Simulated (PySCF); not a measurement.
Protonation sites of isopropenylcyclopropane

System: `C=C(C)C1CC1` (C6H10). Optimised structure (Å), atoms numbered from 1:
```
C    -1.0169    0.6442    1.2261
C    -0.7635   -0.1083    0.1473
C    -1.8326   -0.9272   -0.5124
C     0.5826   -0.2035   -0.4908
C     1.5080    0.9862   -0.5517
C     1.8459   -0.1651    0.3325
H    -0.2433    1.2449    1.7138
H    -2.0180    0.6849    1.6623
H    -1.9570   -0.6304   -1.5677
H    -2.8022   -0.8211   -0.0066
H    -1.5587   -1.9960   -0.5172
H     0.6112   -0.8648   -1.3622
H     2.0919    1.1356   -1.4640
H     1.1471    1.9086   -0.0882
H     1.7209   -0.0449    1.4123
H     2.6673   -0.8257    0.0420
```

Energies: ωB97X-D3(BJ)/def2-TZVP (PySCF, density fitting, integration grid level 2) on PBE0-D3(BJ)/def2-SVP structures. Zero-point and thermal terms (298.15 K, 1 bar) come from unscaled PBE0-D3(BJ)/def2-SVP harmonic frequencies, with soft modes damped to free rotors in the entropy.

| site | product | PA / kJ/mol | GB / kJ/mol |
| --- | --- | --- | --- |
| C1 (alkene carbon) | `C[C+](C)C1CC1` | 897 | 869 |

PA is −ΔH and GB is −ΔG of B + H⁺ → BH⁺ in the gas phase. Sites whose products fell apart, merged with another or lost in a GFN2-xTB screen aren't listed.

In chloroform the product from C1 is solvated 174 kJ/mol more strongly than the parent (electrostatics only).

Proton affinity (−ΔH), Gas-phase basicity (−ΔG): the gap is larger than usual, and may come from another state, site, conformer or species, from the functional or basis, or from an outlying measurement.

Measured values (NIST Chemistry WebBook, evaluated or the median of agreeing entries): proton affinity (−ΔH) 872 kJ/mol (computed 897, difference 26); gas-phase basicity (−ΔG) 843 kJ/mol (computed 869, difference 26).

Known limits: protonation at a multiple bond is drawn as the open cation; a hydrogen-bridged form may lie lower, and the ion may have rearranged by a hydride shift.

Hardware: 1 thread of Arm Neoverse V2, shared with other jobs. Command: `OMP_NUM_THREADS=1 python redox_run.py task.json out`. Structures, frequencies and single points: 17 min.

Differences come from unrounded values, so a last digit can differ from that of the printed terms.
